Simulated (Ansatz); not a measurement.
**The standard entropy of C4H4N2 (SMILES N#CCCC#N) from a frequency calculation**

A singlet with charge 0, relaxed at HF/6-31G* (Cartesian functions) (Ansatz 0.2.0):

```xyz
10

N    -1.5383   -2.0805    1.4439
C    -1.1741   -1.1199    0.9628
C    -0.6841    0.1157    0.3323
C     0.6841   -0.1157   -0.3323
C     1.1741    1.1199   -0.9628
N     1.5383    2.0805   -1.4440
H    -1.4114    0.4418   -0.4003
H    -0.6125    0.8855    1.0901
H     0.6125   -0.8855   -1.0901
H     1.4114   -0.4418    0.4003
```

Harmonic wavenumbers in cm⁻¹: 86, 144, 247, 406, 446, 559, 581, 839, 981, 1038, 1109, 1150, 1330, 1427, 1440, 1542, 1619, 1625, 2622, 2623, 3253, 3259, 3294, 3314.

Masses in u: N 14.007, C 12.011, H 1.008. Take T = 298.15 K, p = 1 bar, R = 8.3145 J/(mol K), kT/hc = 207.22 cm⁻¹, rigid rotor and harmonic oscillator.

Task: Compute the standard molar entropy.

Result: 
1. Translation (Sackur–Tetrode): S = R[3/2 ln M + 5/2 ln T − 1.1517] with M = 80.09 gives 163.5 J/(mol K).
2. Rotation: principal moments 19.533, 338.698, 352.069 u Å² give A, B, C = 0.863, 0.0498, 0.0479 cm⁻¹; the symmetry number is σ = 2; q = (√π/σ)√((kT/hc)³/ABC) = 58265; S = R(ln q + 3/2) = 103.7.
3. Vibration: with u = ν̃/207.22, each mode gives R[u/(eᵘ − 1) − ln(1 − e⁻ᵘ)]; the sum is 48.4, most from 86 cm⁻¹ (15.7), 144 cm⁻¹ (11.5), 247 cm⁻¹ (7.3).
4. Spin: R ln 1 = 0.0.
5. Sum: 163.5 + 103.7 + 48.4 + 0.0 = 315.6 J/(mol K).

No measured value is set beside it here. Where a soft mode is a torsion, a harmonic oscillator describes it poorly. One conformer is counted; others would raise S. Unscaled Hartree–Fock wavenumbers run high.
